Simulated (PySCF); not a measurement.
# C5H9Cl (Chlorocyclopentane): the cost of one run

Computed with PySCF 2.14.0, with density-fitted response routines of our own, on a single molecule in the gas phase. Atoms are numbered from 0 throughout.

## Step 1: Starting geometry

15 atoms, charge 0, multiplicity 1; geometry from: MMFF94s.

Bonds of the start (Å): Cl0–C1 1.79, C1–C2 1.52, C2–C3 1.53, C3–C4 1.53, C4–C5 1.53, C5–C1 1.52, C1–H6 1.09, C2–H7 1.10, C2–H8 1.09, C3–H9 1.09, C3–H10 1.10, C4–H11 1.10, C4–H12 1.09, C5–H13 1.10, C5–H14 1.09.

## Step 2: Geometry optimisation at PBE0-D3(BJ)/def2-SVP

Job settings and geometry (Å):

```
{"job": {"xc": "PBE0", "basis": "def2-SVP", "d3": "d3bj", "grid": 1, "kind": "geom"}, "charge": 0, "multiplicity": 1}
Cl     2.064146     0.100829    -1.348335
C      1.196720    -0.413404     0.126068
C      0.572736     0.782707     0.833271
C     -0.716271     1.065104     0.064381
C     -1.098379    -0.249380    -0.618878
C     -0.020505    -1.258097    -0.227525
H      1.908739    -0.949503     0.759247
H      0.321178     0.505873     1.864853
H      1.228496     1.657893     0.879240
H     -1.507229     1.420010     0.732941
H     -0.552331     1.843578    -0.689607
H     -1.120789    -0.111959    -1.706080
H     -2.092114    -0.592046    -0.312907
H     -0.351994    -1.809904     0.661127
H      0.167596    -1.991701    -1.017796
```

Command:

```console
$ OMP_NUM_THREADS=1 python probes_run.py task.json out
```

The driver reads the jobs from task.json and runs them one after another.

Q: Estimate the wall time and peak memory of this first job on 1 thread of Intel Xeon Platinum 8375C at 2.90GHz, shared host.

About 57 s, with a peak of 0.59 GiB.
